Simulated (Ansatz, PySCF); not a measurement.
System: CH5Si, net charge 0, doublet state. SMILES: C[SiH2]
Geometry: optimised at B3LYP-D3(BJ)/def2-TZVP (Ansatz, an electronic-structure program).

Property: size of the dipole moment, in D. Set-up: open shells spin-unrestricted; 6-31G* and kin with 6d, 5d where marked; non-relativistic; 6-311+G** with 5d, 6d on Na to Ar in Ansatz; dispersion terms only where a functional's name holds one; spin-orbit terms left out. Ab initio and DFT rows: single points at B3LYP-D3(BJ) geometries (Ansatz).

| level | program | size of the dipole moment (D) |
|---|---|---|
| PBE/6-311+G** | Ansatz | 0.87 |
| B3LYP/6-31G | Ansatz | 0.83 |
| B3LYP/6-31G* | Ansatz | 0.88 |
| B3LYP/6-31G** | Ansatz | 0.87 |
| M06-2X/6-31G* (5d) | PySCF | 0.77 |
| B3PW91/6-31G* (5d) | PySCF | 0.90 |

No value to compare with is used here. The 6 habitual levels span 0.77 (M06-2X/6-31G* (5d)) to 0.90 D (B3PW91/6-31G* (5d)).

The levels are drawn from those run, B3LYP/6-31G* more often than the rest, none by its result; runs whose electronic state is in doubt are left out.
